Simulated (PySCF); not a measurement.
C2H2N2OS.
Atom-mapped SMILES: `[OH:1][c:2]1[n:3][n:4][cH:5][s:6]1` (hydrogens: H7 on O1; H8 on C5)

Geometry (PBE0/def2-SVP, Å), atoms numbered from 1 in this order:
```
atom  x, y, z in Å
O1     2.0423   -0.2235    0.4127
C2     0.7182   -0.1886    0.3378
N3     0.0200   -1.2327    0.0308
N4    -1.3021   -0.9879    0.0074
C5    -1.6152    0.2304    0.2960
S6    -0.2430    1.2465    0.6383
H7     2.3971    0.6395    0.6506
H8    -2.6378    0.6097    0.3265
```

The calculation used PBE0/def2-SVP geometry optimisation, gas phase (PySCF 2.14.0).

Take the most abundant isotopes and a rigid rotor. The values belong to one conformer with, in the numbering `[OH:1][c:2]1[n:3][n:4][cH:5][s:6]1`, H–O1–C2–N3 180°.

Problem. Give the principal moments of inertia and the rotational constants in MHz.

Solution. Ia = 91.98, Ib = 143.22, Ic = 235.20 u·Å²; 505379 MHz·u·Å²/I gives A = 5494, B = 3529, C = 2149 MHz.

Problem. Classify the top.

Solution. An asymmetric top: κ = (2 × 3529 − 5494 − 2149)/(5494 − 2149) ≈ -0.18.

Problem. Is it planar, by Δ = Ic − Ia − Ib?

Solution. Planar: Δ = Ic − Ia − Ib = 0.00 u·Å². For a rigid frame Δ = −2 Σ m c², so it vanishes when all atoms lie in the ab plane; here none is more than 0.01 Å from it.

Problem. Where do the levels up to J = 2 lie, in K?

Solution. Above 0(0,0), as E/k:
J = 1: 1(0,1) 0.272, 1(1,1) 0.367, 1(1,0) 0.433
J = 2: 2(0,2) 0.793, 2(1,2) 0.846, 2(1,1) 1.044, 2(2,1) 1.327, 2(2,0) 1.352
The levels of one J sum to (2J + 1)J(J + 1)(A + B + C)/3.

Problem. Predict some low-J microwave lines.

Solution. The dipole components are |μa| = 0.66 D, |μb| = 4.59 D, |μc| = 0.00 D; the mirror of this Cs structure is the ab plane, so μc vanishes by symmetry and there are no c-type lines. The squared components, which scale the intensities, stand as 0.02 : 1.00 (a : b). Some lines, for components of 0.1 D or more:

```tsv
type	branch	J(Ka,Kc)	MHz	lower level (cm⁻¹)
a	Q	2(2,0) ← 2(2,1)	513	0.922
a	Q	1(1,0) ← 1(1,1)	1380	0.255
b	Q	1(1,0) ← 1(0,1)	3346	0.189
a	Q	2(1,1) ← 2(1,2)	4140	0.588
b	Q	2(1,1) ← 2(0,2)	5239	0.551
a	R	1(0,1) ← 0(0,0)	5677	0.000
b	Q	2(2,0) ← 2(1,1)	6410	0.726
b	R	1(1,1) ← 0(0,0)	7643	0.000
b	R	2(0,2) ← 1(1,1)	8876	0.255
a	R	2(1,2) ← 1(1,1)	9975	0.255
b	Q	2(2,1) ← 2(1,2)	10037	0.588
a	R	2(0,2) ← 1(0,1)	10842	0.189
b	R	2(1,2) ← 1(0,1)	11940	0.189
a	R	2(1,1) ← 1(1,0)	12735	0.301
b	R	2(2,1) ← 1(1,0)	18632	0.301
b	R	2(2,0) ← 1(1,1)	20525	0.255
```

Problem. Estimate the classical rotational partition function at 25 K, 298.15 K and 500 K.

Solution. Point group Cs, symmetry number σ = 1; q = (√π/σ)·√((kT/h)³/(ABC)), k/h = 20836.6 MHz/K: 3260 at 25 K, 134000 at 298.15 K, 292000 at 500 K.

No PBE0/def2-SVP frequencies stand behind this structure, so it isn't proved a minimum. These are rigid-rotor constants of the computed structure; measured ground-state constants (B0) also hold zero-point vibration. Quadrupole hyperfine structure (14N) is left out.

Time: 18 s of wall time; peak memory 0.49 GiB. Hardware: one thread, Arm Neoverse N1 (aarch64) (shared host). That covers the optimisation of the geometry.
